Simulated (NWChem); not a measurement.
# An input for SiS (SMILES [Si-]#[S+])

SiS: 2 atoms, total charge 0, spin state singlet. As SMILES, `[Si-]#[S+]`. The bond length is the measured one.

```tsv
atom	x (Å)	y (Å)	z (Å)
Si	0.0000	0.0000	0.0000
S	0.0000	0.0000	1.9293
```

Settings wanted:

```yaml
task: gradient
method: DFT
functional: TPSSh
dispersion: none
basis_set: cc-pVDZ
reference: RKS
relativity: none
integration_grid: fine
SCF_convergence_threshold: 1e-08
iteration_cap: 100
module: dft
```

Problem. Write the NWChem 7.3.0 input and the command.

Solution. One that was run (others would do as well):

m1.nw:
```
start m1
title "SSi gradient"
memory total 2200 mb

geometry units bohr noautosym nocenter noautoz
 Si     0.00000000     0.00000000     0.00000000
 S      0.00000000     0.00000000     3.64588830
end

basis spherical bse
 * library cc-pVDZ
end

dft
 xc xctpssh
 mult 1
 grid fine
 convergence energy 1e-08
 maxiter 100
 mulliken
 print low
end

task dft gradient
```

```bash
$ nwchem m1.nw > m1.out
```

Calculated total energy: -687.72350 Eh, largest force 0.956 eV/Å.
